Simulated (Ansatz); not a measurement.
We consider fcc Ag, described by PBE-D4 in Ansatz (plane waves, PAW).

Settings: plane-wave cutoff 520 eV, 24×24×24 k mesh, Fermi–Dirac smearing 0.05 eV, no spin polarisation, scalar-relativistic PAW data made under PBE.

The volume scan:

```
V (Å³/atom)  E − E_lowest (meV/atom)  P (GPa)
-----------  -----------------------  -------
15.986                         24.00     8.09
16.327                         10.15     5.02
16.667                          2.41     2.33
17.007                          0.00    -0.01
17.347                          2.26    -2.07
17.687                          8.59    -3.86
18.027                         18.48    -5.43
```

Problem. Estimate the bulk modulus from the pressures at 16.667 and 17.347 Å³/atom, and compare it with a fit to all energies.

Solution. B = −V dP/dV. Between V = 16.667 and 17.347 Å³/atom, dP/dV = (-2.07 − (2.33))/(17.347 − 16.667) = -6.47 GPa per Å³/atom; at the midpoint 17.007 Å³/atom this gives B ≈ 110 GPa. The third-order Birch–Murnaghan fit gives V0 = 17.005 Å³/atom, B0 = 110 GPa, B′ = 5.7, which lies within 1 % of that estimate.

Measured, for comparison: bulk modulus 110 GPa (corrected for temperature and zero-point phonon effects, sources range from 104 to 111; as tabulated in Levämäki et al. (2014), arXiv:1402.3671); equilibrium volume per atom 16.76 Å³/atom (static lattice: zero-point anharmonic expansion removed; as tabulated in Mejia-Rodriguez and Trickey (2018), arXiv:1807.09216). Computed less measured: bulk modulus +0.0 % (inside the range of the sources held), equilibrium volume per atom +1.4 %.

Ansatz is an electronic-structure program.
